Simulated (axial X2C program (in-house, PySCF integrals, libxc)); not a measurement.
## Which molecule gave these maps?

PBE0 fields computed with an axial X2C code built on PySCF integrals, two-component, near the equilibrium distance, one atom at z = 0.

The maps cover the half plane through the axis: z from -2.4 to 4.5 Å along the bond, ρ from 0.15 to 2.25 Å away from it (steps of 0.3 Å, the bottom row nearest the axis).

log10 of the density in e/bohr³:

digits 0 to 9 span -5.12 to 1.28 evenly
```
111222333322222222111000
112233333333322222221100
122334444443333333322110
223344555554444444332211
223445566655445555443221
233455666665556666543321
234456677766567776654321
234456789876667887654321
```

Electron localisation function (collinear form, no current term, damped to 0 at low density):

digits 0 to 9 span 0.00 to 1.00 evenly
```
000000111100000000000000
000012333310000000000000
000123555531000011000000
001235677752001232100000
001356888873003554310000
002467888885126887421000
012468831386148888631000
012467537356157128631000
```

Axial spin density in 10⁻³ e/bohr³:

digits 0 to 9 span -6.94 to 6.94 evenly, values beyond are clipped
```
555555444444444445555555
555555444445444444555555
555555544455444444555555
555555544555444444555555
555566644665444445555555
555679954997446446655555
555799994999379999965555
556899999999399999985555
```

Which molecule is it?
A. ClF⁻
B. SF⁻
C. MoBr⁻
D. PO⁺

A. ClF⁻, with Cl at z = 0 and F at z = 2.231 Å, state Ω = 1/2 (⟨Sz⟩ = 0.50, ⟨Lz⟩ = 0.00 at PBE0), basis Cl dyall-av3z [9s8p3d2f], F dyall-av3z [7s6p3d2f] (cores contracted in-house). One determinant describes the state; a PBE0 search over occupations chose it and may have missed a lower one. Density functionals use the spin component along the axis (collinear).
